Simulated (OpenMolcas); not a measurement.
AlH (SMILES [AlH]): the energy, rung by rung

AlH: 2 atoms, total charge 0, spin state singlet. SMILES: `[AlH]`. The shape comes from GFN2-xTB, which is rough for such elements, and wasn't checked as a minimum.

```xyz
2

Al    0.0000    0.0000    0.0000
H     0.0000    0.0000    1.6135
```

Each level gives the energy change with the Al1–H2 bond stretched from 1.613 to 2.913 Å (eV). The values are calculated.

```tsv
level	kind	program	value (eV)	less FCI/6-311G	CPU time (all runs)
HF/6-311G (restricted)	Hartree–Fock	OpenMolcas	2.13	+0.62	2.8 s
SVWN5/6-311G (restricted)	LDA	OpenMolcas	1.70	+0.19	4.8 s
PBE/6-311G (restricted)	GGA	OpenMolcas	1.69	+0.18	5.8 s
r2SCAN/6-311G (restricted)	meta-GGA	OpenMolcas	1.84	+0.33	6.9 s
M06-2X/6-311G (restricted)	hybrid meta-GGA	OpenMolcas	1.94	+0.43	5.8 s
MP2/6-311G (restricted)	perturbation theory	OpenMolcas	1.87	+0.36	2.9 s
ACPF/6-311G (restricted)	coupled cluster or CI	OpenMolcas	1.49	-0.02	3.1 s
CCSD(T)/6-311G (restricted)	coupled cluster or CI	OpenMolcas	1.51	0.00	3.9 s
FCI/6-311G	exact in the basis	OpenMolcas	1.51	0.00	4.3 s
```

FCI/6-311G is exact within its basis and frozen core, so for wave-function methods in that basis the difference is their error; functionals converge differently with the basis, so for them it is only a difference. Spin-restricted single references rise too steeply as a bond breaks, Hartree–Fock most of all. The first shape isn't each level's own minimum. The values span 1.49 to 2.13 eV. CPU times are rough (shared hosts, several kinds of processor): they show what a rung costs within a factor of a few.
